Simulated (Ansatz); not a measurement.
Zone-centre TO phonon frequency of rock-salt HfC at several levels of theory

No measured value is used here.

```
level (code)           value (cm⁻¹)  cell (Å³/atom)
---------------------  ------------  --------------
LDA (Ansatz)                    463           11.95
BLYP (Ansatz)                   385           12.98
PBE (Ansatz)                    ___           12.58
revPBE (Ansatz)                 ___           12.74
PBE-D3(BJ) (Ansatz)             448           12.32
r²SCAN+rVV10 (Ansatz)           431           12.41
```

Fill in the missing entries.


- PBE (Ansatz, a first-principles code), value (cm⁻¹): 429
- revPBE (Ansatz), value (cm⁻¹): 421

Density-functional levels without +SOC have no spin–orbit coupling. PBE-D3(BJ): the dispersion coefficients are held fixed in the derivatives. Each level is taken at its own relaxed cell. Cutoffs differ between the levels. Ansatz's density-functional and Hartree–Fock values are scalar-relativistic unless marked +SOC, with PAW data made under PBE.
